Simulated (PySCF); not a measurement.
Species: cyclopropylisocyanide, C4H5N.
Geometry (PBE0-D3(BJ)/def2-SVP, Å), atoms numbered from 1 in this order:
```
atom  x, y, z in Å
C1     2.778   -0.311   -0.152
N2     1.657   -0.195    0.175
C3     0.329   -0.058    0.569
C4    -0.754   -0.668   -0.277
C5    -0.589    0.819   -0.235
H6     0.202   -0.075    1.655
H7    -0.431   -1.191   -1.181
H8    -1.597   -1.127    0.244
H9    -0.157    1.309   -1.110
H10   -1.315    1.421    0.317
```

The computed photoelectron lines, unassigned: C 1s: 291.41 (area 2), 291.76 (area 1), 292.89 (area 1) eV; N 1s: 406.36 eV.

Method used: delta-SCF UKS SCAN, pcX-2 on the ionised atom, pcseg-1 elsewhere, spin-free X2C (PySCF 2.14.0). Geometry: PBE0-D3(BJ)/def2-SVP; no solvent, vibrations or thermal averaging.

Question: Which carbon gives which C 1s line?

Answer: 291.41 eV: C4/C5 (three-membered-ring carbon); 291.76 eV: C1 (isocyanide carbon); 292.89 eV: C3 (sp3 carbon bound to nitrogen). Lowest listed C 1s: C4/C5, bonded to 2 C and 2 H. Highest, 1.48 eV above it: C3, bonded to N, 2 C and H. Summing the Pauling electronegativity differences to the bonded atoms, each weighted by its formal bond order, gives -0.70 for the lowest site and +0.14 for the highest; the largest sum, +1.47, belongs to C1, 1.13 eV below the top.

Bonded neighbours of each site: C1: N (triple bond); N2: C (triple bond) and C; C3: N, 2 C and H; C4/C5: 2 C and 2 H.

Question: Give the binding energy of C 1s of C4/C5 in hartree and in kJ/mol.

Answer: 291.41 eV = 10.7091 Eh = 28117 kJ/mol.

Atoms equivalent by their bonding share one computed value, that of the first of them. The unrestricted hole states depart most from a pure doublet (⟨S²⟩ = 0.75; over 0.85 named) for C 1s of C1 (0.86), which makes this value less certain.
